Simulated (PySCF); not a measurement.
N₂O, SMILES N#[N+][O-]. Atoms are numbered in the order given.

```xyz
3

N      0.0000     0.0000    -1.1894
N      0.0000     0.0000    -0.0713
O      0.0000     0.0000     1.1031
```
Charge 0, spin multiplicity 1.

The structure is a stationary point at PBE0-D3(BJ)/def2-TZVP.

All values below come from HF/def2-TZVPD run with PySCF.

```
Item                                                                                                            Value
---------------------------------------------------------------------------------------------  ----------------------
total energy                                                                                       -183.76077 hartree
point group                                                                                                       C∞v
highest occupied level                                                                                      -13.39 eV
lowest empty level                                                                                            2.28 eV
orbital gap                                                                                                  15.67 eV
dipole moment                                                                                                  0.58 D
quadrupole, principal values (traceless, Buckingham form, about the centre of nuclear charge)   -3.86, 1.93, 1.93 D·Å
mean static polarisability                                                                       18.2 bohr³ (2.70 Å³)
polarisability, principal values                                                               12.3, 12.3, 30.1 bohr³
```
